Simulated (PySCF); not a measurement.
Na(Cl) anion (ClNa), SMILES [Na][Cl] (connectivity only; charge and spin as stated), charge -1, multiplicity 2.

Coordinates come from a PBE0-D3(BJ)/def2-TZVPD optimisation. The multiplicity is an assumed one; other spin states were not compared.

Computed with IEF-PCM-PBE0/def2-TZVPD in PySCF.

The values are the electrostatic part of the solvation free energy, E(continuum) − E(gas) at the gas-phase geometry, in a cavity of scaled van der Waals radii (PySCF's table); cavitation and dispersion terms are not included. A continuum can't describe solvent molecules that bind to the metal.

Question: Estimate the values in water (ε = 78.36), 2-propanol (ε = 19.26), acetone (ε = 20.49). (An estimate is asked for; the answer gives what the named calculation found.)

Answer: 
| solvent | ε | ΔG(elec) (kcal/mol) |
|---|---|---|
| water | 78.36 | -48.3 |
| 2-propanol | 19.26 | -46.2 |
| acetone | 20.49 | -46.4 |
